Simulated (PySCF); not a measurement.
**The bond of LiO, level by level**

Aim: find the lowest electronic state of LiO, scan its bond at several levels of theory, and get bond length, wavenumber and dissociation energy from each curve.

The runs use PySCF 2.14.0; Li aug-cc-pVDZ, O aug-cc-pVDZ, no relativity.

## (1) The job

Settings of the job:

```json
{
 "atoms": "Li, O",
 "charge": "0",
 "basis": "Li aug-cc-pVDZ, O aug-cc-pVDZ",
 "Hamiltonian": "no relativity",
 "basis functions": "46",
 "electrons treated": "11",
 "masses in u": "7.0160, 15.9949",
 "levels": "PBE0, PBE, r²SCAN, MN15, TPSS, revPBE, HF, MP2, SCS-MP2, CCSD, CCSD(T)",
 "grid": "80 radial by 434 angular points",
 "occupations": "held fixed by the projection of orbital angular momentum",
 "dissociation limit": "Li + O, each in its ground configuration",
 "starting distance in angstrom": "1.885",
 "values of 2S to try": "1, 3"
}
```

Started as:

```console
$ OMP_NUM_THREADS=1 python dia.py task.json out
```

The runs that follow: The PBE0 curve of the state that the search chose; Other states along the same grid; PBE; r²SCAN (meta-GGA); MN15; TPSS; revPBE; UHF (mean field); Correlated methods on the Hartree–Fock reference.

Q: Predict the outcome of this session. Wanted: for each run, Re; ωe; De; μ.

As calculated:

Lowest PBE0 solution found, without spin–orbit coupling: ²Π (doublet), unpaired electrons π ↑. State 2 has its PBE0 minimum 0.38 eV higher. The other levels ran on the lowest alone.

```csv
level,Re (Å),ωe (cm⁻¹),De (eV),μ (D)
UHF,1.698,839,1.78,-6.88
UHF-MP2,1.695,842,3.49,n/a
UHF-SCS-MP2,1.688,857,3.47,n/a
UHF-CCSD,1.686,859,3.36,n/a
UHF-CCSD(T),1.690,848,3.43,n/a
PBE,1.722,777,3.72,-6.49
revPBE,1.734,762,3.53,-6.53
TPSS,1.719,782,3.56,-6.52
r²SCAN,1.719,793,3.63,-6.64
PBE0,1.706,808,3.45,-6.61
MN15,1.715,795,3.90,-6.71
```

De is counted to Li + O in their ground configurations. A positive dipole means Li(−)O(+).

Differences from CCSD(T) in the same basis:

```csv
level,Re (mÅ),ωe (%)
UHF,+8,-1.1
UHF-MP2,+6,-0.8
UHF-SCS-MP2,-2,+1.1
UHF-CCSD,-4,+1.3
PBE,+33,-8.5
revPBE,+44,-10.2
TPSS,+29,-7.8
r²SCAN,+30,-6.6
PBE0,+16,-4.7
MN15,+25,-6.3
```

What this shows: Against CCSD(T) in the same basis, the bond length is nearest at UHF-SCS-MP2 (-2 mÅ) and farthest at revPBE (+44 mÅ); the wavenumber is nearest at UHF-MP2 (-0.8 %) and farthest at revPBE (-10.2 %). CCSD(T) in a basis this small is itself some way from its limit, more so than the functionals. Among the levels with a De in the table, it runs from 1.78 eV (UHF) to 3.90 eV (MN15).

Correlated steps freeze 1 core orbital.
